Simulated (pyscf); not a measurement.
HO–Si(OH)(F)–F + HF + HF → HO–Si(F)(F)–F + H₂O + HF, a multi-bond step (singlet surface; O–Si, F–H, F–H broken, F–Si, H–O, F–H formed). Single points on ωB97X-D3(BJ)/def2-SVP structures (PySCF, gas phase). Energies in kcal/mol from the separated reactants.

Small-basis levels: PySCF, no dispersion term, spherical d functions. 

Quick SVWN5/6-31G* single points give ΔE‡ = -55.7 kcal/mol and ΔE = -12.9 kcal/mol. What does ωB97M-D3(BJ)/def2-TZVP give, and how far is the quick result from it?

ωB97M-D3(BJ)/def2-TZVP gives ΔE‡ = -6.4 kcal/mol and ΔE = -8.2 kcal/mol. SVWN5/6-31G* lies 49.2 kcal/mol under it in the barrier and 4.8 kcal/mol under it in the reaction energy, so on this step it does not hold to within 3.0 kcal/mol. ωB97M-D3(BJ)/def2-TZVP has limits of its own. On the reactant side the descent ends in a bound adduct, 20.9 kcal/mol under the separated species and 14.8 kcal/mol under the saddle at ωB97X-D3(BJ)/def2-TZVP. On the product side the descent ends in an adduct with a O–Si contact, 5.4 kcal/mol under the separated species and 7.0 kcal/mol under the saddle at ωB97X-D3(BJ)/def2-TZVP. At ωB97M-D3(BJ) the saddle lies under the separated reactants, which points to a path from their complex (located at ωB97X-D3(BJ) alone). What is counted as broken (O–Si) persists as a longer contact in the product adduct; parting that adduct is a step of its own. This is the saddle that the search found; another between the same sides may lie lower.
